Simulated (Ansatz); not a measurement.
Geometry optimisation, RKS revPBE-D4/6-31G* (Ansatz 0.2.0).

input.yaml

```yaml
crystal:
  periodic: [false, false, false]
  atoms:
    - { symbol: B, position_ang: [-0.045103, 0.554014, -0.365902] }
    - { symbol: "N", position_ang: [-0.159263, -0.141781, 2.273724] }
    - { symbol: H, position_ang: [-0.814072, -0.609405, 2.912911] }
    - { symbol: H, position_ang: [0.782166, -0.212474, 2.677458] }
    - { symbol: H, position_ang: [1.098841, 0.194363, -0.454581] }
    - { symbol: H, position_ang: [-0.937177, -0.084479, -0.861088] }
    - { symbol: P, position_ang: [-0.403958, 2.371178, 0.086654] }
    - { symbol: H, position_ang: [-1.646517, 2.291806, 0.790831] }
    - { symbol: H, position_ang: [0.435505, 2.623972, 1.218677] }
    - { symbol: H, position_ang: [-0.401121, 0.871106, 2.247916] }
basis:
  gaussian: { orbitals: "6-31G*" }
hamiltonian:
  xc: revpbe
  dispersion: d4
relax:
  f_tol: 0.03
  max_steps: 50
```

Command:

```bash
$ ansatz run input.yaml --threads 1 --pin off --max-ram 2048MiB --backend cpu --events-out ev --progress --plain --runs-dir out
```

**Question.** Where does it end, and by what steps?

**Answer.** The forces met the threshold. The force dipped under the threshold on the way, but the program's further checks kept it going. After 12 steps the energy has fallen by 1.184 eV; H3 moved furthest, 1.14 Å. Joined: B1–N2 (2.73 → 1.66 Å).

```json
{"step": "0", "energy less start (eV)": "0.0000", "largest force component (eV/Å)": "0.737", "accepted": "yes"}
{"step": "1", "energy less start (eV)": "-0.1732", "largest force component (eV/Å)": "1.209", "accepted": "yes"}
{"step": "2", "energy less start (eV)": "-0.4096", "largest force component (eV/Å)": "1.758", "accepted": "yes"}
{"step": "3", "energy less start (eV)": "-0.8085", "largest force component (eV/Å)": "1.174", "accepted": "yes"}
{"step": "4", "energy less start (eV)": "-1.0238", "largest force component (eV/Å)": "1.084", "accepted": "yes"}
{"step": "5", "energy less start (eV)": "-1.0787", "largest force component (eV/Å)": "0.267", "accepted": "yes"}
{"step": "6", "energy less start (eV)": "-1.1085", "largest force component (eV/Å)": "0.122", "accepted": "yes"}
{"step": "7", "energy less start (eV)": "-1.1092", "largest force component (eV/Å)": "0.837", "accepted": "yes"}
{"step": "8", "energy less start (eV)": "-1.1726", "largest force component (eV/Å)": "0.094", "accepted": "yes"}
{"step": "9", "energy less start (eV)": "-1.1820", "largest force component (eV/Å)": "0.018", "accepted": "yes"}
{"step": "10", "energy less start (eV)": "-1.1786", "largest force component (eV/Å)": "0.306", "accepted": "no"}
{"step": "11", "energy less start (eV)": "-1.1834", "largest force component (eV/Å)": "0.050", "accepted": "yes"}
{"step": "12", "energy less start (eV)": "-1.1835", "largest force component (eV/Å)": "0.024", "accepted": "yes"}
```

```xyz
10
Properties=species:S:1:pos:R:3
B -0.152 0.392 0.267
N -0.189 0.041 1.887
H -0.128 -0.972 2.074
H 0.592 0.500 2.376
H 0.917 -0.036 -0.134
H -1.118 -0.179 -0.210
P -0.279 2.350 0.025
H -1.382 2.610 0.925
H 0.706 2.762 1.001
H -1.058 0.390 2.315
```

Whether the end is a true minimum wasn't checked by a vibrational analysis.

Time of the run: 30 s on 1 thread of Arm Neoverse V1, on a shared host, peak memory 0.13 GiB.
